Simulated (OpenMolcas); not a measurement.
**How basis sets differ on Si2H5O (SMILES O[SiH][SiH3])**

Si2H5O: 8 atoms, total charge 0, spin state doublet. SMILES: `O[SiH][SiH3]`. Geometry: relaxed at PBE0-D4/def2-TZVP. This is one conformer, not always the lowest.

```xyz
8

O    -0.9290    0.9384   -1.7171
Si    0.0904    1.1340   -0.4250
Si    0.3142   -0.7742    0.9176
H    -1.8059    0.5984   -1.5303
H     1.3787    1.5823   -1.0244
H     1.1900   -0.4268    2.0690
H     0.8839   -1.9604    0.2167
H    -1.0302   -1.1487    1.4376
```

Each level gives the dipole moment (D). The values are calculated.

```tsv
level	kind	program	value (D)	CPU time
ROHF/ANO-R0 (sfX2C)	Hartree–Fock	OpenMolcas	2.67	5.4 s
ROHF/ANO-RCC-MB (DKH2)	Hartree–Fock	OpenMolcas	1.54	3.6 s
UHF/STO-3G	Hartree–Fock	OpenMolcas	1.41	2.3 s
UHF/3-21G	Hartree–Fock	OpenMolcas	1.71	2.6 s
UHF/def2-SVPD	Hartree–Fock	OpenMolcas	1.27	19 s
```

The values span 1.27 to 2.67 D. Magnitudes only. Sets without polarisation functions give poor dipoles. Times are those of the runs behind each value, whatever else they computed, on shared processors of several kinds: orders of magnitude only.
